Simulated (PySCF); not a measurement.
Choosing a basis for TDDFT

Compound: C4H5F.
SMILES: `FC=C1CC1`

TDDFT with PBE0 (PySCF), vertical singlets, core orbitals frozen in the response, spherical d and f functions. Geometry: PBE0-D3(BJ)/def2-SVP; no solvent, vibrations or thermal averaging.

```
      basis  functions  diffuse  S1 (eV)  S2 (eV)  S3 (eV)  S4 (eV)  S5 (eV)  LUMO (eV)  α (au)
     6-31G*         80       no     7.38     7.58     7.81     8.11     8.96       0.72    40.9
   def2-SVP         95       no     7.26     7.52     7.75     7.94     8.23       0.39    42.2
    6-31+G*        100      yes     6.67     6.76     6.89     7.08     7.39       0.13    46.7
  def2-SVPD        143      yes     6.88     7.10     7.36     7.45     7.54       0.17    49.1
aug-cc-pVDZ        160      yes     6.21     6.54     6.66     6.72     7.31      -0.03    50.3
  def2-TZVP        185       no     7.05     7.38     7.49     7.63     7.74       0.23    47.9
 def2-TZVPD        233      yes     6.49     6.89     6.97     7.10     7.35       0.12    50.4
```

**Question.** Compare the sets with the largest diffuse one.

**Answer.** States are compared by their number. Against the largest diffuse basis here (def2-TZVPD, itself not a converged limit), sets without diffuse functions differ by up to 0.88 eV in S1 and 1.61 eV in S5; the smaller diffuse sets differ by up to 0.38 and 0.19 eV. State by state, the largest deviation of a set without diffuse functions is S1 0.88, S2 0.69, S3 0.84, S4 1.01, S5 1.61 eV. The same number needn't mean the same state in each row. Against def2-TZVPD the polarisability deviates by -19% in 6-31G*, -16% in def2-SVP, -7% in 6-31+G*, -3% in def2-SVPD, 0% in aug-cc-pVDZ, -5% in def2-TZVP. A single + in a Pople set puts diffuse functions on heavy atoms only.
